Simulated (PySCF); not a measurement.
# LiB⁺ at other levels of theory

Starting from one script, swap the method and compare what comes out for LiB⁺.

Computed with PySCF 2.14.0. Level: method and basis as typed in the scripts.

2 further runs of the same task are left out: 2 that didn't finish.

### Step 1. Starting geometry

LiB⁺: 2 atoms, charge 1, spin multiplicity 2.

Bond lengths: Li1–B2 2.200 Å.

### Step 2. Base script

File input.py:

```python
from pyscf import gto, scf, ci

mol = gto.M(
    atom='Li 0 0 0; B 0 0 2.2',
    basis='cc-pvdz',
    charge=1,
    spin=1,
    verbose=3,
)
mf = scf.ROHF(mol)
mf = mf.density_fit(auxbasis='def2-universal-jkfit')
mf.kernel()
ci.CISD(mf, frozen=1).kernel()
mf.dip_moment()
print('orbital energies (hartree):', mf.mo_energy[..., max(0, mol.nelec[1]-3):mol.nelec[0]+3].round(4))
```

On the command line:

```sh
$ OMP_NUM_THREADS=1 python input.py
```

Its log is not repeated here.

It gives: E(SCF) = -31.789496 Eh, E(CISD) − E(SCF) = -0.05885 Eh.

The bond length is a typed value, not an optimised one. The dipole of an ion depends on the origin.

### Step 3. Lc_wpbe (ROKS)

Variant 1 changes functional: none (Hartree–Fock) → lc_wpbe; SCF type: ROHF → ROKS; step after the SCF: cisd → analyze.

File input.py:

```python
from pyscf import gto, dft

mol = gto.M(
    atom='Li 0 0 0; B 0 0 2.2',
    basis='cc-pvdz',
    charge=1,
    spin=1,
    verbose=3,
)
mf = dft.ROKS(mol, xc='lc_wpbe')
mf = mf.density_fit(auxbasis='def2-universal-jkfit')
mf.kernel()
mf.analyze()
print('orbital energies (hartree):', mf.mo_energy[..., max(0, mol.nelec[1]-3):mol.nelec[0]+3].round(4))
```

On the command line:

```sh
$ OMP_NUM_THREADS=1 python input.py
```

### Step 4. SCF alone

Variant 2 changes step after the SCF: cisd → none.

input.py: that of step 2 with these lines changed.

```diff
@@ -1,2 +1,2 @@
-from pyscf import gto, scf, ci
+from pyscf import gto, scf
 
@@ -12,3 +12,2 @@
 mf.kernel()
-ci.CISD(mf, frozen=1).kernel()
 mf.dip_moment()
```

### Step 5. Gradient

Variant 3 changes step after the SCF: cisd → gradient.

input.py: that of step 2 with these lines changed.

```diff
@@ -1,2 +1,2 @@
-from pyscf import gto, scf, ci
+from pyscf import gto, scf
 
@@ -12,3 +12,3 @@
 mf.kernel()
-ci.CISD(mf, frozen=1).kernel()
+mf.nuc_grad_method().kernel()
 mf.dip_moment()
```

### Step 6. R2scan (ROKS)

Variant 4 changes functional: none (Hartree–Fock) → r2scan; SCF type: ROHF → ROKS; step after the SCF: cisd → analyze.

File input.py:

```python
from pyscf import gto, dft

mol = gto.M(
    atom='Li 0 0 0; B 0 0 2.2',
    basis='cc-pvdz',
    charge=1,
    spin=1,
    verbose=3,
)
mf = dft.ROKS(mol, xc='r2scan')
mf = mf.density_fit(auxbasis='def2-universal-jkfit')
mf.kernel()
mf.analyze()
print('orbital energies (hartree):', mf.mo_energy[..., max(0, mol.nelec[1]-3):mol.nelec[0]+3].round(4))
```

### Step 7. Revpbe (ROKS)

Variant 5 changes functional: none (Hartree–Fock) → revpbe; SCF type: ROHF → ROKS; step after the SCF: cisd → analyze.

File input.py:

```python
from pyscf import gto, dft

mol = gto.M(
    atom='Li 0 0 0; B 0 0 2.2',
    basis='cc-pvdz',
    charge=1,
    spin=1,
    verbose=3,
)
mf = dft.ROKS(mol, xc='revpbe')
mf = mf.density_fit(auxbasis='def2-universal-jkfit')
mf.kernel()
mf.analyze()
print('orbital energies (hartree):', mf.mo_energy[..., max(0, mol.nelec[1]-3):mol.nelec[0]+3].round(4))
```

Q: Predict the outcome of this session. Wanted: for each run, E(SCF); from base; after the SCF.

As calculated:

```csv
run,E(SCF) (hartree),from base (eV),after the SCF
base,-31.789496,0,"CISD correlation -1.601 eV, core frozen"
lc_wpbe (ROKS),-31.915628,not comparable,n/a
SCF alone,-31.789496,0.0000,n/a
gradient,-31.789496,0.0000,n/a
r2scan (ROKS),-31.937167,not comparable,n/a
revpbe (ROKS),-31.954813,not comparable,n/a
```

What this shows: A lower total energy from another functional means nothing by itself.
